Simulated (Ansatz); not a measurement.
A calculation with Ansatz (development build ahead of 0.2.0).

```yaml
crystal:
  periodic: [false, false, false]
  atoms:
    - { symbol: C, position_ang: [0.0, 0.0, -1.20315] }
    - { symbol: C, position_ang: [0.0, 0.0, 0.0] }
    - { symbol: C, position_ang: [0.0, 0.0, 1.20315] }
    - { symbol: H, position_ang: [0.0, -0.86184, -1.72492] }
    - { symbol: H, position_ang: [0.0, 0.86184, -1.72492] }
    - { symbol: H, position_ang: [-0.86184, 0.0, 1.72492] }
    - { symbol: H, position_ang: [0.86184, 0.0, 1.72492] }
basis:
  gaussian: { orbitals: cc-pVTZ }
hamiltonian:
  xc: hf
```

The input is written out in the form of the current development build from the run's settings.

Results

```
Converged                       : yes
Total energy                    : -115.86617 hartree
Spin squared of the determinant : 0.000
```

Caution: no unrestricted run beside it, a lower state can exist.
